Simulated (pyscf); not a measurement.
# Routes from `[NH2][GeH]` [singlet] + `[H][H]`

Candidate steps break at most two bonds and form at most two. Each was searched with GFN2-xTB (tblite) first. PySCF, gas phase, ωB97X-D3(BJ)/def2-SVP geometries. Energies: ωB97M-D3(BJ)/def2-TZVP, eV, from the separated reactants, singlet surface; ΔG‡ with ideal gas, 1 atm, RRHO with modes under 100 cm⁻¹ raised to 100, one conformer, R ln 2 for chiral ones without a mode under 150 cm⁻¹.

```csv
products,type,ΔE‡,ΔE,ΔG‡ 298 K,ΔG‡ 900 K,ν‡ (cm⁻¹)
GeH₂ [singlet] + NH₃,four-centre exchange,1.15,+0.65,1.53,2.30,1360i
H₂N–GeH: [singlet] + H₂,concerted two-bond exchange,3.34,0.00,3.63,4.31,1281i
```

Row 1: On the product side the descent ends in an adduct with a Ge–N contact, 1.19 eV under the separated species and 1.62 eV under the saddle at ωB97X-D3(BJ)/def2-TZVP. 

Plain bond fissions and candidates not yet searched are not listed, and one of them may be faster. Each barrier is that of the saddle found; lower ones may exist. Elements up to Kr have no core potential and no relativistic terms here.
